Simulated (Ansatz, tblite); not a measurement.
# The cluster SnCl₂+: one state, many levels

How do method and basis change the picture of the cluster SnCl₂+ (doublet)?

Method: as each input shows; program: Ansatz 0.2.0, Gaussian basis.

Plan: GFN1-xTB, GFN2-xTB, PBE-D4/def2-TZVP, r2SCAN-D4/def2-TZVP, LDA/def2-TZVP, HF/def2-TZVP, B2PLYP/def2-TZVP, ωB97X-V/def2-TZVP, HSE06-D4/def2-TZVP, PBE-D4/def2-SVP, PBE0-D4/def2-SVP, CCSD(T)/def2-TZVPP, MP2/def2-TZVP, RPA/def2-TZVP.

2 further runs of the same task are left out: 2 set aside as unsound or not needed. Runs told in other sessions of the task aren't counted.

## (1) The geometry

The doublet was relaxed beforehand with PBE0-D4/def2-TZVP. At that level it is the lowest of the isomers that a small search found.

3 atoms, charge 1, spin multiplicity 2.

Bond lengths: Sn1–Cl2 2.273 Å, Sn1–Cl3 2.273 Å. Angles: Cl2–Sn1–Cl3 120.4°.

Sn takes a core potential in the def2 sets. No spin-orbit coupling is included. The ion is computed in the gas phase, without counter-ions or solvent.

PBE0-D4/def2-TZVP was run before; its log isn't repeated, and its numbers join the tables.

## (2) GFN1-xTB

Tight binding, by tblite at 300 K electronic temperature and without a spin-polarisation term:

```python
tblite.interface.Calculator('GFN1-xTB', numbers, positions, charge=1, uhf=1).singlepoint()
```

Energy -286.8979 eV; 0.004 s.

## (3) GFN2-xTB

Tight binding, by tblite at 300 K electronic temperature and without a spin-polarisation term:

```python
tblite.interface.Calculator('GFN2-xTB', numbers, positions, charge=1, uhf=1).singlepoint()
```

Energy -294.5668 eV; 0.003 s.

## (4) PBE-D4/def2-TZVP

start.molden holds the orbitals of an earlier run on this state, given as this run's starting guess.

Input file in.yaml:

```yaml
crystal:
  periodic: [false, false, false]
  atoms:
    - {symbol: Sn, position_ang: [-0.704726, -0.063968, -0.257797]}
    - {symbol: Cl, position_ang: [-0.136712, 1.705685, 1.050580]}
    - {symbol: Cl, position_ang: [0.841438, -1.641717, -0.792783]}
basis:
  gaussian: {orbitals: def2-TZVP, initial_orbitals: start.molden}
total_charge: 1
magnetization: {spin_polarized: true, initial_magnetization: 1}
hamiltonian: {xc: pbe, dispersion: d4}
scf: {omitted_lower_state_checks: [starts]}
output: {orbitals: {seedname: orbitals}}
```

Started as:

```console
> ansatz run in.yaml --threads 4 --pin off --events-out ev --progress --plain --max-ram 3916MiB
```

Log:

```text
Functional definition: PBE
  name "PBE"
  cite "Perdew, Burke & Ernzerhof, Phys. Rev. Lett. 77, 3865 (1996) doi:10.1103/PhysRevLett.77.3865"
  parent pbe
  parameter kappa = 0.804
  parameter beta = 0.06672455060314922
  exchange = pbe_x(kappa = kappa, mu = beta*pi^2/3)
  correlation = pbe_c(beta = beta)
these checks for a lower state are left out or cut short: starts
900 factors; their error is unknown
mean field evaluation 1: about -30860.7412 eV, gradient 8.4e0 eV
mean field evaluation 2: about -30860.8435 eV, gradient 1.8e-1 eV
mean field evaluation 4: about -30860.8413 eV, gradient 4.4e-2 eV
mean field evaluation 8: about -30860.8414 eV, gradient 1.1e-5 eV
mean field -30860.84135241 eV, -1134.1150014715 hartree, gradient 1.1e-5 eV, S^2 0.752584; 0 other end points of the search recorded, 0 dependent functions left out
reference -30860.84138726 eV, -1134.1150027520 hartree; 28, 27 occupied and 96, 97 virtual orbitals, 900 factors
Total energy: -30860.93298853 eV, -1134.1183690368 hartree
Checks for a lower state left out: starts
```

Run time: 1.8 s. Hardware: 4 threads of Arm Neoverse V1, shared host.

HOMO -13.06 eV, LUMO -12.28 eV (over both spins); ⟨S²⟩ 0.753 (pure: 0.75).

## (5) r2SCAN-D4/def2-TZVP

Edit in.yaml of step 4 so:

```diff
@@ -10,4 +10,4 @@
 magnetization: {spin_polarized: true, initial_magnetization: 1}
-hamiltonian: {xc: pbe, dispersion: d4}
+hamiltonian: {xc: r2scan, dispersion: d4}
 scf: {omitted_lower_state_checks: [starts]}
-output: {orbitals: {seedname: orbitals}}
+output: {forces: true, orbitals: {seedname: orbitals}}
```

Launched as before.

Log, shortened:

```text
Functional definition: r2SCAN
  name "r2SCAN"
  cite "Furness, Kaplan, Ning, Perdew & Sun, J. Phys. Chem. Lett. 11, 8208 (2020) doi:10.1021/acs.jpclett.0c02405"
  cite "Furness, Kaplan, Ning, Perdew & Sun, J. Phys. Chem. Lett. 11, 9248 (2020) doi:10.1021/acs.jpclett.0c03077"
  parent r2scan
[...]
900 factors; their error is unknown
[...]
mean field -30871.46610084 eV, -1134.5054537747 hartree, gradient 2.5e-5 eV, S^2 0.756753; 0 other end points of the search recorded, 0 dependent functions left out
[...]
reference -30871.46611136 eV, -1134.5054541611 hartree; 28, 27 occupied and 96, 97 virtual orbitals, 900 factors
Total energy: -30871.48454188 eV, -1134.5061314702 hartree
Atom 0 at    -0.704726    -0.063968    -0.257797 Å, force    -0.115833    -0.010514    -0.042373 eV/Å
Atom 1 at    -0.136712     1.705685     1.050580 Å, force     0.044637     0.050700     0.046211 eV/Å
Atom 2 at     0.841438    -1.641717    -0.792783 Å, force     0.071196    -0.040187    -0.003839 eV/Å
Dipole moment:    -0.333346    -0.030257    -0.121941 e Å
Checks for a lower state left out: starts
```

Run time: 4.2 s. Hardware: 4 threads of Arm Neoverse V1, shared host.

Report: HOMO -13.47 eV, LUMO -12.15 eV (over both spins); ⟨S²⟩ 0.757 (pure: 0.75).

## (6) LDA/def2-TZVP

Edit in.yaml of step 5 so:

```diff
@@ -10,4 +10,4 @@
 magnetization: {spin_polarized: true, initial_magnetization: 1}
-hamiltonian: {xc: r2scan, dispersion: d4}
+hamiltonian: {xc: lda}
 scf: {omitted_lower_state_checks: [starts]}
-output: {forces: true, orbitals: {seedname: orbitals}}
+output: {orbitals: {seedname: orbitals}}
```

Launched as before.

Log:

```text
Functional definition: SPW92
  name "SPW92"
  cite "Dirac, Proc. Camb. Phil. Soc. 26, 376 (1930) doi:10.1017/S0305004100016108"
  cite "Slater, Phys. Rev. 81, 385 (1951) doi:10.1103/PhysRev.81.385"
  cite "Perdew & Wang, Phys. Rev. B 45, 13244 (1992) doi:10.1103/PhysRevB.45.13244"
  exchange = slater_x
  correlation = pw_c
these checks for a lower state are left out or cut short: starts
900 factors; their error is unknown
mean field evaluation 1: about -30780.5521 eV, gradient 1.6e1 eV
mean field evaluation 2: about -30780.8793 eV, gradient 4.4e-1 eV
mean field evaluation 4: about -30780.8813 eV, gradient 4.4e-2 eV
mean field evaluation 8: about -30780.8813 eV, gradient 2.2e-5 eV
mean field -30780.88128115 eV, -1131.1765230514 hartree, gradient 2.2e-5 eV, S^2 0.751227; 0 other end points of the search recorded, 0 dependent functions left out
reference -30780.88131330 eV, -1131.1765242330 hartree; 28, 27 occupied and 96, 97 virtual orbitals, 900 factors
Total energy: -30780.88131330 eV, -1131.1765242330 hartree
Checks for a lower state left out: starts
```

Wall time 0.85 s (4 threads of Arm Neoverse V1, shared host).

HOMO -13.20 eV, LUMO -12.62 eV (over both spins); ⟨S²⟩ 0.751 (pure: 0.75).

## (7) HF/def2-TZVP

Edit in.yaml of step 6 so:

```diff
@@ -10,3 +10,3 @@
 magnetization: {spin_polarized: true, initial_magnetization: 1}
-hamiltonian: {xc: lda}
+hamiltonian: {xc: hf}
 scf: {omitted_lower_state_checks: [starts]}
```

Launched as before.

Log:

```text
Functional definition: HF
  name "HF"
  cite "Fock, Z. Phys. 61, 126 (1930) doi:10.1007/BF01340294"
  parent pbe
  exchange = exact_x
  correlation = 0
these checks for a lower state are left out or cut short: starts
1172 factors; their error is unknown
mean field evaluation 1: about -30806.2806 eV, gradient 2.4e1 eV
mean field evaluation 2: about -30807.0403 eV, gradient 1.1e0 eV
mean field evaluation 4: about -30807.6881 eV, gradient 5.6e-1 eV
mean field evaluation 8: about -30807.6887 eV, gradient 2.6e-5 eV
mean field -30807.68865619 eV, -1132.1616759136 hartree, gradient 2.6e-5 eV, S^2 0.777139; 0 other end points of the search recorded, 0 dependent functions left out
reference -30807.68865619 eV, -1132.1616759136 hartree; 28, 27 occupied and 96, 97 virtual orbitals, 1172 factors
Total energy: -30807.68865619 eV, -1132.1616759136 hartree
Checks for a lower state left out: starts
```

Run time: 1.2 s. Hardware: 4 threads of Arm Neoverse V1, shared host.

From the report: HOMO -16.99 eV, LUMO -7.82 eV (over both spins); ⟨S²⟩ 0.777 (pure: 0.75).

## (8) B2PLYP/def2-TZVP

Edit in.yaml of step 7 so:

```diff
@@ -10,4 +10,3 @@
 magnetization: {spin_polarized: true, initial_magnetization: 1}
-hamiltonian: {xc: hf}
+hamiltonian: {xc: {name: B2PLYP}}
 scf: {omitted_lower_state_checks: [starts]}
-output: {orbitals: {seedname: orbitals}}
```

Launched as before.

Log, shortened:

```text
Functional definition: B2PLYP
  name "B2PLYP"
  cite "Grimme, J. Chem. Phys. 124, 034108 (2006) doi:10.1063/1.2148954"
  cite "Becke, Phys. Rev. A 38, 3098 (1988) doi:10.1103/PhysRevA.38.3098"
  cite "Lee, Yang & Parr, Phys. Rev. B 37, 785 (1988) doi:10.1103/PhysRevB.37.785"
[...]
906 factors; integrals over basis functions are off by at most 8.9e-4 eV
[...]
mean field -30852.38612850 eV, -1133.8042777240 hartree, gradient 2.8e-6 eV, S^2 0.764260; 0 other end points of the search recorded, 0 dependent functions left out
14 core orbitals not correlated: weight in the atoms' cores, before any rotation towards them, 1.000 or more for the frozen orbitals, at most 0.000 for the correlated occupied ones
reference -30852.38627483 eV, -1133.8042831015 hartree; 14, 13 occupied and 96, 97 virtual orbitals, 906 factors
second order -21.25420449 eV of doubles, -0.00000000 eV of singles
Total energy: -30858.12491004 eV, -1134.0151740557 hartree
Checks for a lower state left out: starts
```

It took 3.1 s on 4 threads of Arm Neoverse V1, shared host.

⟨S²⟩ 0.764 (pure: 0.75).

## (9) ωB97X-V/def2-TZVP

Edit in.yaml of step 8 so:

```diff
@@ -10,3 +10,4 @@
 magnetization: {spin_polarized: true, initial_magnetization: 1}
-hamiltonian: {xc: {name: B2PLYP}}
+hamiltonian: {xc: {name: wB97X-V}}
 scf: {omitted_lower_state_checks: [starts]}
+output: {orbitals: {seedname: orbitals}}
```

The command is unchanged.

Log, shortened:

```text
Functional definition: wB97X-V
  name "wB97X-V"
  cite "Mardirossian & Head-Gordon, Phys. Chem. Chem. Phys. 16, 9904 (2014) doi:10.1039/C3CP54374A"
  cite "Becke, J. Chem. Phys. 107, 8554 (1997) doi:10.1063/1.475007"
  cite "Vydrov & Van Voorhis, J. Chem. Phys. 133, 244103 (2010) doi:10.1063/1.3521275"
[...]
      + integral(e_c_pw_opposite_spin*poly(b97_u_opposite, cos0, cos1)) + vv10(b, c)
[...]
958 factors; their error is unknown
164 factors; integrals over basis functions are off by at most 6.6e-5 eV
[...]
mean field -30866.38491808 eV, -1134.3187237524 hartree, gradient 1.1e-5 eV, S^2 0.760857; 0 other end points of the search recorded, 0 dependent functions left out
reference -30866.38491674 eV, -1134.3187237030 hartree; 28, 27 occupied and 96, 97 virtual orbitals, 958 factors
Total energy: -30866.38491674 eV, -1134.3187237030 hartree
Checks for a lower state left out: starts
```

Run time: 4.9 s. Hardware: 4 threads of Arm Neoverse V1, shared host.

HOMO -16.34 eV, LUMO -9.63 eV (over both spins); ⟨S²⟩ 0.761 (pure: 0.75).

## (10) HSE06-D4/def2-TZVP

Edit in.yaml of step 9 so:

```diff
@@ -10,3 +10,3 @@
 magnetization: {spin_polarized: true, initial_magnetization: 1}
-hamiltonian: {xc: {name: wB97X-V}}
+hamiltonian: {xc: hse06, dispersion: d4}
 scf: {omitted_lower_state_checks: [starts]}
```

Launched as before.

Log, shortened:

```text
Functional definition: HSE06
  name "HSE06"
  cite "Heyd, Scuseria & Ernzerhof, J. Chem. Phys. 118, 8207 (2003) doi:10.1063/1.1564060"
  cite "Krukau, Vydrov, Izmaylov & Scuseria, J. Chem. Phys. 125, 224106 (2006) doi:10.1063/1.2404663"
  cite "Heyd & Scuseria, J. Chem. Phys. 120, 7274 (2004) doi:10.1063/1.1668634"
  cite "Ernzerhof & Perdew, J. Chem. Phys. 109, 3313 (1998) doi:10.1063/1.476928"
  cite "Perdew, Burke & Ernzerhof, Phys. Rev. Lett. 77, 3865 (1996) doi:10.1103/PhysRevLett.77.3865"
  parent pbe
[...]
  # The whole range is PBE's own exchange, as in plane waves. The composition of these papers is wPBEh.
[...]
997 factors; their error is unknown
55 factors; integrals over basis functions are off by at most 2.5e-6 eV
[...]
mean field -30862.38805963 eV, -1134.1718419135 hartree, gradient 2.2e-5 eV, S^2 0.756808; 0 other end points of the search recorded, 0 dependent functions left out
reference -30862.38809361 eV, -1134.1718431623 hartree; 28, 27 occupied and 96, 97 virtual orbitals, 997 factors
Total energy: -30862.46363265 eV, -1134.1746191707 hartree
Checks for a lower state left out: starts
```

It took 2.4 s on 4 threads of Arm Neoverse V1, shared host.

From the report: HOMO -13.84 eV, LUMO -11.87 eV (over both spins); ⟨S²⟩ 0.757 (pure: 0.75).

## (11) PBE-D4/def2-SVP

Edit in.yaml of step 10 so:

```diff
@@ -7,6 +7,6 @@
 basis:
-  gaussian: {orbitals: def2-TZVP, initial_orbitals: start.molden}
+  gaussian: {orbitals: def2-SVP, initial_orbitals: start.molden}
 total_charge: 1
 magnetization: {spin_polarized: true, initial_magnetization: 1}
-hamiltonian: {xc: hse06, dispersion: d4}
+hamiltonian: {xc: pbe, dispersion: d4}
 scf: {omitted_lower_state_checks: [starts]}
```

The command is unchanged.

Log:

```text
Functional definition: PBE
  name "PBE"
  cite "Perdew, Burke & Ernzerhof, Phys. Rev. Lett. 77, 3865 (1996) doi:10.1103/PhysRevLett.77.3865"
  parent pbe
  parameter kappa = 0.804
  parameter beta = 0.06672455060314922
  exchange = pbe_x(kappa = kappa, mu = beta*pi^2/3)
  correlation = pbe_c(beta = beta)
these checks for a lower state are left out or cut short: starts
681 factors; their error is unknown
mean field evaluation 1: about -30851.6005 eV, gradient 1.5e1 eV
mean field evaluation 2: about -30851.8099 eV, gradient 3.6e-1 eV
mean field evaluation 4: about -30851.7892 eV, gradient 2.1e-2 eV
mean field -30851.78919392 eV, -1133.7823407826 hartree, gradient 3.5e-5 eV, S^2 0.752155; 0 other end points of the search recorded, 0 dependent functions left out
reference -30851.78922408 eV, -1133.7823418909 hartree; 28, 27 occupied and 34, 35 virtual orbitals, 681 factors
Total energy: -30851.88082535 eV, -1133.7857081757 hartree
Checks for a lower state left out: starts
```

Wall time 0.75 s (4 threads of Arm Neoverse V1, shared host).

HOMO -13.11 eV, LUMO -12.34 eV (over both spins); ⟨S²⟩ 0.752 (pure: 0.75).

## (12) PBE0-D4/def2-SVP

Edit in.yaml of step 11 so:

```diff
@@ -10,3 +10,3 @@
 magnetization: {spin_polarized: true, initial_magnetization: 1}
-hamiltonian: {xc: pbe, dispersion: d4}
+hamiltonian: {xc: pbe0, dispersion: d4}
 scf: {omitted_lower_state_checks: [starts]}
```

Launched as before.

Log, shortened:

```text
Functional definition: PBE0
  name "PBE0"
  cite "Adamo & Barone, J. Chem. Phys. 110, 6158 (1999) doi:10.1063/1.478522"
  cite "Perdew, Burke & Ernzerhof, Phys. Rev. Lett. 77, 3865 (1996) doi:10.1103/PhysRevLett.77.3865"
  parent pbe
[...]
658 factors; integrals over basis functions are off by at most 2.6e-4 eV
[...]
mean field -30853.84156814 eV, -1133.8577641441 hartree, gradient 1.8e-5 eV, S^2 0.756309; 0 other end points of the search recorded, 0 dependent functions left out
reference -30853.84159081 eV, -1133.8577649771 hartree; 28, 27 occupied and 34, 35 virtual orbitals, 658 factors
Total energy: -30853.91994969 eV, -1133.8606446129 hartree
Checks for a lower state left out: starts
```

Wall time 1.1 s (4 threads of Arm Neoverse V1, shared host).

Report: HOMO -14.30 eV, LUMO -11.59 eV (over both spins); ⟨S²⟩ 0.756 (pure: 0.75).

## (13) CCSD(T)/def2-TZVPP

Input file in.yaml:

```yaml
crystal:
  periodic: [false, false, false]
  atoms:
    - {symbol: Sn, position_ang: [-0.704726, -0.063968, -0.257797]}
    - {symbol: Cl, position_ang: [-0.136712, 1.705685, 1.050580]}
    - {symbol: Cl, position_ang: [0.841438, -1.641717, -0.792783]}
basis:
  gaussian: {orbitals: def2-TZVPP, initial_orbitals: start.molden}
total_charge: 1
magnetization: {spin_polarized: true, initial_magnetization: 1}
correlation: {method: ccsd_t}
scf: {omitted_lower_state_checks: [starts, cluster_reference]}
output: {orbitals: {seedname: orbitals}}
```

The command is unchanged.

Log, shortened:

```text
Functional definition: HF
  name "HF"
  cite "Fock, Z. Phys. 61, 126 (1930) doi:10.1007/BF01340294"
  parent pbe
[...]
978 factors; integrals over basis functions are off by at most 8.7e-4 eV
[...]
mean field -30807.69201527 eV, -1132.1617993576 hartree, gradient 7.8e-6 eV, S^2 0.777155; 0 other end points of the search recorded, 0 dependent functions left out
14 core orbitals not correlated: weight in the atoms' cores, before any rotation towards them, 1.000 or more for the frozen orbitals, at most 0.000 for the correlated occupied ones
reference -30807.69201527 eV, -1132.1617993576 hartree; 14, 13 occupied and 106, 107 virtual orbitals, 978 factors
second order -17.49489018 eV of doubles, -0.00000000 eV of singles
cycle   1  -17.67241910 eV  change   -1.8e-1 eV  update   1.1e-1
[...]
cycle  13  -18.18802250 eV  change   -1.3e-5 eV  update   8.5e-6
perturbative correction -0.75306889 eV, -0.0276747713 hartree
Total energy: -30826.63310666 eV, -1132.8578716274 hartree
Checks for a lower state left out: starts, cluster_reference
```

Run time: 12 s. Hardware: 4 threads of Arm Neoverse V1, shared host; peak memory 1.1 GiB.

Hartree-Fock HOMO -16.99 eV, LUMO -7.82 eV (over both spins); ⟨S²⟩ 0.777 (pure: 0.75); T1 0.020.

## (14) MP2/def2-TZVP

Input file in.yaml:

```yaml
crystal:
  periodic: [false, false, false]
  atoms:
    - {symbol: Sn, position_ang: [-0.704726, -0.063968, -0.257797]}
    - {symbol: Cl, position_ang: [-0.136712, 1.705685, 1.050580]}
    - {symbol: Cl, position_ang: [0.841438, -1.641717, -0.792783]}
basis:
  gaussian: {orbitals: def2-TZVP, initial_orbitals: start.molden}
total_charge: 1
magnetization: {spin_polarized: true, initial_magnetization: 1}
correlation: {method: mp2}
scf: {omitted_lower_state_checks: [starts]}
output: {orbitals: {seedname: orbitals}}
```

Same command.

Log:

```text
Functional definition: HF
  name "HF"
  cite "Fock, Z. Phys. 61, 126 (1930) doi:10.1007/BF01340294"
  parent pbe
  exchange = exact_x
  correlation = 0
these checks for a lower state are left out or cut short: starts
906 factors; integrals over basis functions are off by at most 8.9e-4 eV
mean field evaluation 1: about -30806.7019 eV, gradient 2.4e1 eV
mean field evaluation 2: about -30807.4430 eV, gradient 1.1e0 eV
mean field evaluation 4: about -30807.6825 eV, gradient 9.8e-1 eV
mean field evaluation 8: about -30807.6889 eV, gradient 4.9e-4 eV
mean field -30807.68893585 eV, -1132.1616861908 hartree, gradient 1.5e-6 eV, S^2 0.777139; 0 other end points of the search recorded, 0 dependent functions left out
14 core orbitals not correlated: weight in the atoms' cores, before any rotation towards them, 1.000 or more for the frozen orbitals, at most 0.000 for the correlated occupied ones
reference -30807.68893585 eV, -1132.1616861908 hartree; 14, 13 occupied and 96, 97 virtual orbitals, 906 factors
second order -17.31450249 eV of doubles, -0.00000000 eV of singles
Total energy: -30825.00343833 eV, -1132.7979824210 hartree
Checks for a lower state left out: starts
```

Wall time 1.3 s (4 threads of Arm Neoverse V1, shared host).

Hartree-Fock HOMO -16.99 eV, LUMO -7.82 eV (over both spins); ⟨S²⟩ 0.777 (pure: 0.75).

## (15) RPA/def2-TZVP

Edit in.yaml of step 14 so:

```diff
@@ -10,4 +10,4 @@
 magnetization: {spin_polarized: true, initial_magnetization: 1}
-correlation: {method: mp2}
+hamiltonian: {xc: pbe}
+correlation: {method: rpa}
 scf: {omitted_lower_state_checks: [starts]}
-output: {orbitals: {seedname: orbitals}}
```

The command is unchanged.

Log, shortened:

```text
Functional definition: PBE
  name "PBE"
  cite "Perdew, Burke & Ernzerhof, Phys. Rev. Lett. 77, 3865 (1996) doi:10.1103/PhysRevLett.77.3865"
  parent pbe
[...]
906 factors; integrals over basis functions are off by at most 8.9e-4 eV
[...]
mean field -30860.84134537 eV, -1134.1150012129 hartree, gradient 1.2e-6 eV, S^2 0.752584; 0 other end points of the search recorded, 0 dependent functions left out
14 core orbitals not correlated: weight in the atoms' cores, before any rotation towards them, 1.000 or more for the frozen orbitals, at most 0.000 for the correlated occupied ones
reference -30806.21772113 eV, -1132.1076200470 hartree; 14, 13 occupied and 96, 97 virtual orbitals, 906 factors
Total energy: -30833.22012542 eV, -1133.0999401018 hartree
Checks for a lower state left out: starts
```

Run time: 2.6 s. Hardware: 4 threads of Arm Neoverse V1, shared host.

⟨S²⟩ 0.753 (pure: 0.75).

## (16) Comparison

```
              level  functions  HOMO (eV)  LUMO (eV)  gap (eV)   ⟨S²⟩    time
       HF/def2-TZVP        124     -16.99      -7.82      9.16  0.777   1.2 s
      LDA/def2-TZVP        124     -13.20     -12.62      0.58  0.751  0.85 s
    PBE-D4/def2-SVP         62     -13.11     -12.34      0.77  0.752  0.75 s
   PBE-D4/def2-TZVP        124     -13.06     -12.28      0.77  0.753   1.8 s
r2SCAN-D4/def2-TZVP        124     -13.47     -12.15      1.32  0.757   4.2 s
   PBE0-D4/def2-SVP         62     -14.30     -11.59      2.70  0.756   1.1 s
  PBE0-D4/def2-TZVP        124     -14.23     -11.50      2.72  0.757   2.8 s
 HSE06-D4/def2-TZVP        124     -13.84     -11.87      1.97  0.757   2.4 s
  ωB97X-V/def2-TZVP        124     -16.34      -9.63      6.70  0.761   4.9 s
```

Energy pieces by basis (eV):

```
     basis           HF  MP2 correlation  CCSD correlation      (T)              total
def2-TZVPP  -30807.6920         -17.4949          -18.1880  -0.7531        -30826.6331
 def2-TZVP  -30807.6889         -17.3145                             -30825.0034 (MP2)
```

## (17) Results

```
                                                                   quantity                          value
 gap in def2-TZVP, named functionals and Hartree-Fock, smallest and largest    0.58 eV (LDA), 9.16 eV (HF)
                                     correlation energy, CCSD(T)/def2-TZVPP                      -18.94 eV
                                          correlation energy, MP2/def2-TZVP                      -17.31 eV
⟨S²⟩ in def2-TZVP, named functionals and Hartree-Fock, smallest and largest                   0.751, 0.777
                            PBE0 total energy, smallest basis above largest  8.98 eV (def2-SVP, def2-TZVP)
```

What this shows: Over the named functionals and Hartree-Fock in def2-TZVP the gap runs from 0.58 eV (LDA) to 9.16 eV (HF); exact exchange widens it. Over the named functionals and Hartree-Fock in def2-TZVP spin contamination reaches 0.03 (HF), which is small.

The slowest run with a step of its own, CCSD(T)/def2-TZVPP, took 12 s; the quickest functional in def2-TZVP took 0.85 s (shared host).
